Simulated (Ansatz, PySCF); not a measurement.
**Bulk modulus of rock-salt KCl: levels of theory against measurement**

Reference value: 19.7 GPa (measured, 4 K, no zero-point or thermal correction; as tabulated in Doll and Stoll (1997), arXiv:cond-mat/9707218).

Problem. Put these levels in order of the bulk modulus that they give for rock-salt KCl, smallest first: LDA (Ansatz, a first-principles code), MP2 (PySCF), PBE (Ansatz).

Solution. PBE (16.3 GPa), MP2 (21.4 GPa), LDA (24.3 GPa)

Unless a cell is named, each level is at its own relaxed cell (LDA 28.04, PBE 32.49, MP2 29.38 Å³/atom).

Differences against the reference: LDA +23 %, PBE -17.3 %, MP2 +8.6 %.

The measured value isn't corrected to a static lattice, so vibrations enter the comparison.  A ± on a computed value is a rough bar: the spread of its extrapolation, a floor set from checks against published values, or a statistical error. Each level is taken at its own relaxed cell. Ansatz's density-functional and Hartree–Fock values are scalar-relativistic unless marked +SOC, with PAW data made under PBE.

Differences are worked out from the printed values.
